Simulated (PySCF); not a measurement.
# CCl4: relaxation and vibrations of the singlet

Where does singlet CCl4 go from a PBE minimum start, is the end point a minimum, and what are its modes, charges and moments?

Program: PySCF 2.14.0. Level of theory: PBE, basis C def2-SVP, Cl def2-SVP, no relativity, density fitting. These are calculated values, not measurements.

## Step 1: Starting geometry

5 atoms, charge 0, spin multiplicity 1.

Bond lengths: C1–Cl2 1.789 Å, C1–Cl3 1.789 Å, C1–Cl4 1.789 Å, C1–Cl5 1.789 Å. Angles: Cl2–C1–Cl3 109.5°, Cl2–C1–Cl4 109.5°, Cl2–C1–Cl5 109.5°, Cl3–C1–Cl4 109.5°, Cl3–C1–Cl5 109.5°, Cl4–C1–Cl5 109.5°.

Coordinates in bohr (charge 0 multiplicity 1):
```
C     0.0000    0.0000    0.0000
Cl    2.7604   -0.0001    1.9519
Cl   -2.7604    0.0000    1.9519
Cl    0.0000    2.7604   -1.9518
Cl    0.0000   -2.7603   -1.9519
```

## Step 2: The SCF at the typed geometry

The steps below are one call of a driver around PySCF. For each, scf.py gives the equivalent set-up of the SCF; relaxations use the driver's own optimiser. After this first run the driver tries any further starts and a stability analysis.

Contents of scf.py:

```python
from pyscf import gto, scf, dft
mol = gto.M(atom='''
C      0.000000    -0.000000     0.000000
Cl     1.460723    -0.000051     1.032887
Cl    -1.460723    -0.000000     1.032887
Cl     0.000025     1.460749    -1.032851
Cl    -0.000025    -1.460698    -1.032923''',
    basis={'C': 'def2-SVP', 'Cl': 'def2-SVP'},
    charge=0, spin=0)
mf = dft.RKS(mol, xc='PBE')
mf.grids.atom_grid = (50, 194)
aux = {'C': 'def2-universal-JKFIT', 'Cl': 'def2-universal-JKFIT'}
mf = mf.density_fit(auxbasis=aux)
mf.conv_tol = 1e-08
mf.diis_space = 10
mf.max_cycle = 60
mf.init_guess = 'minao'
mf.verbose = 4
mf.kernel()
```

Command:

```bash
OMP_NUM_THREADS=2 python axn.py task.json out
```

The log of the run:

```text
init E= -1877.89770734487
  HOMO = -0.311149156246088  LUMO = -0.0730962168074853  gap/eV = 6.47775
cycle= 1 E= -1877.37508925907  delta_E= 0.523  |g|= 0.629  |ddm|= 2.64
  HOMO = -0.27234209757415  LUMO = -0.140074693691393  gap/eV = 3.59918
cycle= 2 E= -1876.75438720602  delta_E= 0.621  |g|= 1.78  |ddm|= 1.96
  HOMO = -0.263564310784479  LUMO = -0.0734227526459468  gap/eV = 5.17402
cycle= 3 E= -1877.47331564077  delta_E= -0.719  |g|= 0.0654  |ddm|= 1.44
  HOMO = -0.275017435815891  LUMO = -0.082508088106009  gap/eV = 5.23845
cycle= 4 E= -1877.47409689979  delta_E= -0.000781  |g|= 0.0293  |ddm|= 0.101
  HOMO = -0.272313126732813  LUMO = -0.0793768886717072  gap/eV = 5.25006
cycle= 5 E= -1877.4743074145  delta_E= -0.000211  |g|= 0.00239  |ddm|= 0.0335
  HOMO = -0.272252619188816  LUMO = -0.079209167739041  gap/eV = 5.25298
cycle= 6 E= -1877.47430897114  delta_E= -1.56e-06  |g|= 0.000295  |ddm|= 0.00333
  HOMO = -0.272266870911535  LUMO = -0.0792240457107338  gap/eV = 5.25296
cycle= 7 E= -1877.47430899204  delta_E= -2.09e-08  |g|= 1.1e-05  |ddm|= 0.000341
  HOMO = -0.272267443880566  LUMO = -0.0792231066412659  gap/eV = 5.25300
cycle= 8 E= -1877.47430899208  delta_E= -4.05e-11  |g|= 1.77e-06  |ddm|= 1.63e-05
  HOMO = -0.272267387493733  LUMO = -0.0792228040271192  gap/eV = 5.25301
Extra cycle  E= -1877.47430899207  delta_E= 8.19e-12  |g|= 4.65e-06  |ddm|= 5.41e-06
converged SCF energy = -1877.47430899207
```

This step, with its further starts and checks, needed 11 s of wall time on 2 threads of Arm Neoverse N1, shared host.

No lower closed-shell solution turned up in the test of internal stability.

## Step 3: PBE minimum start, singlet: relaxation

The program finds Td symmetry in the start, which this walk keeps. Threshold on the gradient: 0.0003 Eh/bohr, with a further test on the energy change.

Edit scf.py of step 2 so:

```diff
@@ -3 +3 @@
-C      0.000000    -0.000000     0.000000
+C      0.000000     0.000000    -0.000000
@@ -17 +16,0 @@
-mf.init_guess = 'minao'
```

Steps of the walk:

```csv
step,energy (Eh),change (kJ/mol),largest symmetric gradient (Eh/bohr)
0,-1877.474309,0.00,0.00002
```

The walk took 1.6 s.

Geometry (Å) and forces (eV/Å) at some steps:

```
step 0
C    0.000   0.000   0.000   0.000   0.000   0.000
Cl   1.461   0.000   1.033   0.001   0.000   0.001
Cl  -1.461   0.000   1.033  -0.001   0.000   0.001
Cl   0.000   1.461  -1.033   0.000   0.001  -0.001
Cl   0.000  -1.461  -1.033   0.000  -0.001  -0.001
```

It settles in Td symmetry, 0.0 kJ/mol below the start, after 0 steps: C–Cl 1.789 Å (×4); Cl–C–Cl 109.5° (×6).

## Step 4: Hessian and properties

The point is checked on the finer grid, and tightened if its gradient asks for it. The Hessian and the dipole derivatives come from central differences of analytic gradients, with steps of 0.02 bohr.

Edit scf.py of step 3 so:

```diff
@@ -3 +3 @@
-C      0.000000     0.000000    -0.000000
+C     -0.000000    -0.000000    -0.000000
@@ -11 +11 @@
-mf.grids.atom_grid = (50, 194)
+mf.grids.atom_grid = (75, 302)
@@ -14 +14 @@
-mf.conv_tol = 1e-08
+mf.conv_tol = 1e-10
```

This SCF starts from the last density.

Log of the central SCF (cycles and frontier levels):

```text
init E= -1877.47426156509
  HOMO = -0.272268909766301  LUMO = -0.0792268037626394  gap/eV = 5.25294
cycle= 1 E= -1877.47426156508  delta_E= 1e-11  |g|= 9.06e-07  |ddm|= 1.25e-06
  HOMO = -0.272268977434844  LUMO = -0.0792270059087077  gap/eV = 5.25294
Extra cycle  E= -1877.47426156509  delta_E= -8.64e-12  |g|= 2.33e-06  |ddm|= 2.78e-06
converged SCF energy = -1877.47426156509
```

The whole step took 22 s.

Geometry: Td; C–Cl 1.789 Å (×4); Cl–C–Cl 109.5° (×6).

Harmonic modes (main isotopes):

```
symmetry  ω (cm⁻¹)  IR (km/mol)  μ (u)
       e       207          0.0  34.97
      t2       307          0.5  32.43
      a1       450          0.0  34.97
      t2       730          609  13.03
```

No imaginary mode, so this is a minimum.

Constants and moments:

```
Dipole moment                                                   : 0.00 D
Highest occupied level                                          : -7.41 eV
Lowest empty level                                              : -2.16 eV
Rotational constants                                            : 0.05648, 0.05648, 0.05648 cm⁻¹
Zero-point energy                                               : 23.8 kJ/mol
Principal polarisabilities                                      : 48.6, 48.6, 48.6 bohr³
Atomisation energy without zero-point energy                    : 1404 kJ/mol
Principal traceless quadrupole moments about the centre of mass : 0.00, 0.00, 0.00 D Å
Entropy at 298.15 K and 1 bar                                   : 311.8 J/(mol K)
Heat capacity Cp at 298.15 K                                    : 84.8 J/(mol K)
Enthalpy at 298.15 K above 0 K                                  : 17.53 kJ/mol
Rotational symmetry number                                      : 12
```

Charges (e) and bond orders:

```tsv
atom	Mulliken	Löwdin	polar tensor	Mayer order to C1
C1	-0.04	-0.40	1.47	–
Cl2,3,4,5	0.01	0.10	-0.37	1.05
```

Outer orbital energies (eV). occupied: -8.89, -8.89, -8.33, -8.33, -8.33, -7.41, -7.41, -7.41; empty: -2.16, -0.95, -0.95, -0.95.

Mulliken populations on C1: s 3.20, p 2.76, d 0.08.

## Step 5: Outcome

```
                                 quantity                                   value
                                  minimum                             singlet, Td
                                 geometry  C–Cl 1.789 Å (×4); Cl–C–Cl 109.5° (×6)
                       wavenumbers (cm⁻¹)   207 (e), 307 (t2), 450 (a1), 730 (t2)
                            dipole moment                                  0.00 D
     highest occupied, lowest empty level                         -7.41, -2.16 eV
                polar-tensor charge of C1                                 +1.47 e
                        zero-point energy                             23.8 kJ/mol
                      entropy at 298.15 K                         311.8 J/(mol K)
atomisation energy (no zero-point energy)                             1404 kJ/mol
```

In words: The PBE minimum start keeps its Td symmetry and ends in a minimum. In the infrared the band at 730 cm⁻¹ (t2) leads. The dipole vanishes although C1 carries +1.5 e by the polar tensor: the bond dipoles cancel. Other starts or spin states, not run here, may lie lower.

The search up to here took 35 s.
